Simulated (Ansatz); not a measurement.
# B2H2O: the cost of one run

Computed with Ansatz 0.2.0, driven from Python. Level of theory: r2SCAN/cc-pVDZ.

## Step 1: Starting point

Bond lengths: B1–B2 1.674 Å, B1–O3 1.350 Å, B2–O3 1.447 Å, B1–H4 1.188 Å, B2–H5 1.187 Å. Angles: B1–B2–O3 50.6°, B1–B2–H5 136.3°, O3–B2–H5 152.0°, B2–B1–O3 56.0°, B2–B1–H4 131.3°, O3–B1–H4 153.6°, B1–O3–B2 73.4°.

The script holds or builds the structure itself.

## Step 2: Script

dimer.py reads:

```python
"""Binding of a B2H2O dimer at a trial geometry."""

import ansatz as az

FIRST = [
    ("B", (-0.7671, -0.3785, -0.0876)),
    ("B", (0.6356, 0.3448, 0.4709)),
    ("O", (0.2273, -1.0422, 0.5387)),
    ("H", (-1.4582, -0.1303, -1.0218)),
    ("H", (1.3624, 1.2062, 0.0998)),
]
SECOND = [
    ("B", (-2.0504, 0.1758, -3.6562)),
    ("B", (-1.1525, -1.0924, -4.2793)),
    ("O", (-2.2916, -1.1245, -3.3868)),
    ("H", (-2.327, 1.2379, -4.1114)),
    ("H", (-0.6225, -1.3418, -5.3112)),
]

def energy(atoms, ghosts=()):
    molecule = az.Crystal.molecule()
    for symbol, xyz in atoms:
        molecule = molecule.atom(symbol, xyz)
    calc = (
        molecule.calculation()
        .basis(gaussian="cc-pVDZ")
        .functional("r2SCAN")
    )
    deck = calc.input()
    if ghosts:
        deck = deck.set(az.key.basis.gaussian.ghost_atoms, [{"symbol": s, "position_ang": list(xyz)} for s, xyz in ghosts])
    return az.Session.from_dict(deck).plan().execute().report["free_energy_ev"]


def main() -> None:
    # ghost atoms carry the functions of the partner
    both = energy(FIRST + SECOND)
    alone = energy(FIRST) + energy(SECOND)
    ghosted = energy(FIRST, SECOND) + energy(SECOND, FIRST)
    print(f"dimer {both:.6f} eV")
    print(f"interaction, uncorrected   {96.485332 * (both - alone):8.3f} kJ/mol")
    print(f"interaction, counterpoise  {96.485332 * (both - ghosted):8.3f} kJ/mol")
    print(f"basis-set superposition    {96.485332 * (alone - ghosted):8.3f} kJ/mol")


if __name__ == "__main__":
    main()
```

## Step 3: The input behind the calls

The engine receives this input (first run):

```yaml
crystal:
  periodic: [false, false, false]
  atoms:
    - { symbol: B, position_ang: [-0.7671, -0.3785, -0.0876] }
    - { symbol: B, position_ang: [0.6356, 0.3448, 0.4709] }
    - { symbol: O, position_ang: [0.2273, -1.0422, 0.5387] }
    - { symbol: H, position_ang: [-1.4582, -0.1303, -1.0218] }
    - { symbol: H, position_ang: [1.3624, 1.2062, 0.0998] }
    - { symbol: B, position_ang: [-2.0504, 0.1758, -3.6562] }
    - { symbol: B, position_ang: [-1.1525, -1.0924, -4.2793] }
    - { symbol: O, position_ang: [-2.2916, -1.1245, -3.3868] }
    - { symbol: H, position_ang: [-2.327, 1.2379, -4.1114] }
    - { symbol: H, position_ang: [-0.6225, -1.3418, -5.3112] }
basis:
  gaussian:
    orbitals: cc-pVDZ
hamiltonian:
  xc: r2scan
```

## Step 4: The run

Run with:

```
$ python dimer.py
```

**Question.** How long does this script take on 1 thread of AMD EPYC 9R45 (Zen 5), shared host, and how much memory does it need?

About 6.1 s, with a peak of 0.21 GiB.
